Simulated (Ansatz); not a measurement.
# C₃H₅O−: energies up the ladder

Wanted for C₃H₅O−: energies up the ladder. Charge -1.

Computed with Ansatz 0.2.0 (the levels named in each step, unless a step's input says otherwise).

### 1 The structure to begin with

Bond lengths: C1–C2 1.325 Å, C2–C3 1.505 Å, C3–O4 1.308 Å, C1–H5 1.078 Å, C1–H6 1.076 Å, C2–H7 1.081 Å, C3–H8 1.122 Å, C3–H9 1.122 Å. Angles: C1–C2–C3 123.6°, C1–C2–H7 121.7°, C3–C2–H7 114.8°, C2–C1–H5 122.0°, C2–C1–H6 121.8°, H5–C1–H6 116.2°, C2–C3–O4 117.8°, C2–C3–H8 107.9°, C2–C3–H9 108.4°, O4–C3–H8 110.4°, O4–C3–H9 110.5°, H8–C3–H9 100.5°.

Structure file:

```xyz
9

C     1.6112   -0.4518   -0.8750
C     0.5887    0.2652   -0.4320
C    -0.5313   -0.3059    0.3962
O    -1.4760    0.5090    0.7890
H     1.7050   -1.5050   -0.6627
H     2.3963   -0.0143   -1.4673
H     0.4996    1.3204   -0.6482
H    -0.9706   -1.1704   -0.1681
H    -0.0841   -0.8417    1.2746
```

### 2 A rough first relaxation, PBE-D4/def2-SVPD

The input, input.yaml:

```yaml
crystal:
  periodic: [false, false, false]
  atoms:
    - { symbol: C, position_ang: [1.61115, -0.45177, -0.87496] }
    - { symbol: C, position_ang: [0.58872, 0.26521, -0.43199] }
    - { symbol: C, position_ang: [-0.53127, -0.30594, 0.3962] }
    - { symbol: O, position_ang: [-1.47601, 0.50901, 0.789] }
    - { symbol: H, position_ang: [1.70496, -1.50495, -0.66269] }
    - { symbol: H, position_ang: [2.39627, -0.01426, -1.46726] }
    - { symbol: H, position_ang: [0.49963, 1.32038, -0.64815] }
    - { symbol: H, position_ang: [-0.97058, -1.17039, -0.16808] }
    - { symbol: H, position_ang: [-0.08408, -0.84168, 1.2746] }
total_charge: -1
basis:
  gaussian: { orbitals: def2-SVPD }
hamiltonian:
  xc: pbe
  dispersion: d4
relax:
  f_tol: 0.03
  max_steps: 200
```

Launch:

```sh
$ ansatz run input.yaml --threads 4 --pin off --max-ram 10240MiB --backend cpu --events-out ev --progress --plain --runs-dir out
```

Further steps of the session: Relaxation, PBE0-D4/def2-TZVPPD; Frequencies, PBE0-D4/def2-TZVPPD; Single point, PBE-D4/def2-TZVPPD; Single point, r2SCAN-D4/def2-TZVPPD; Single point, B3LYP-D4/def2-TZVPPD; Single point, wB97M-V/def2-TZVPPD; Single point, B2PLYP/def2-TZVPPD; Single point, LDA/def2-TZVPPD; Single point, PBE0-D4/def2-SVPD; Single point, PBE-D4/def2-SVPD; Single point, CCSD(T)/def2-TZVPPD; Single point, MP2/def2-QZVPPD.

**Question.** What will these runs give? Wanted: C1–C2 at PBE0-D4/def2-TZVPPD; C2–C3 at PBE0-D4/def2-TZVPPD; C3–O4 at PBE0-D4/def2-TZVPPD; frequencies at PBE0-D4/def2-TZVPPD; energy at CCSD(T)/CBS.

As calculated:

| quantity | value |
| --- | --- |
| C1–C2 at PBE0-D4/def2-TZVPPD | 1.332 Å |
| C2–C3 at PBE0-D4/def2-TZVPPD | 1.514 Å |
| C3–O4 at PBE0-D4/def2-TZVPPD | 1.332 Å |
| frequencies at PBE0-D4/def2-TZVPPD | 131 to 3175 cm⁻¹ |
| energy at CCSD(T)/CBS | -5232.558 eV |

In words: No mode is imaginary, so the geometry is a minimum. These totals serve in differences with atoms or fragments at the same level; alone they don't rank the methods.
